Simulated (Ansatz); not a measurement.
A calculation with Ansatz (development build ahead of 0.2.0).

```yaml
crystal:
  periodic: [false, false, false]
  atoms:
    - { symbol: H, position_ang: [0.0, 0.0, 0.0] }
    - { symbol: B, position_ang: [0.0, 2.7772, 0.0] }
    - { symbol: B, position_ang: [0.0, -2.7772, 0.0] }
basis:
  gaussian: { orbitals: pcseg-2 }
magnetization:
  initial_magnetization: 1
hamiltonian:
  xc: pbe0
```

The input is written out in the form of the current development build from the run's settings.

Results

```yaml
Converged: yes
Total_energy: -49.73573 hartree
Spin_squared_of_the_determinant: 0.750
Stability_test: minimum among restricted orbitals
```

Caution: stretched shape with no unrestricted run beside it, a lower state can exist; charge can spread falsely over distant fragments.
